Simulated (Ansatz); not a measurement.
Basis-set extrapolation for `CC1CCC1` (PBE0-D4/def2-TZVP geometry, frozen core, the Gaussian-basis code of Ansatz). Multiplicity 1, RHF reference.

|  | def2-TZVPP | def2-QZVPP |
| --- | --- | --- |
| HF | -195.203957 | -195.212973 |
| MP2 correlation | -0.866460 | -0.919447 |
| CCSD(T) correlation | -0.955115 | not run |

Energies in hartree. Use E(X) = E(∞) + A·exp(−7.88·√X) for Hartree–Fock and E(X) = E(∞) + B·X^(−2.97) for correlation, with X = 3 and 4, and add CCSD(T) minus MP2 of the smaller set to the MP2 limit.

Task: What is the CCSD(T) energy at the basis-set limit?

Result: HF limit: -195.212973 + (-0.009016) × 0.13774 = -195.21421. MP2 limit: -0.919447 + (-0.052987) × 0.74074 = -0.95870. Higher-order term: -0.955115 − (-0.866460) = -0.08866. Total: -196.26157 hartree, 269.1 kJ/mol below CCSD(T)/def2-TZVPP.
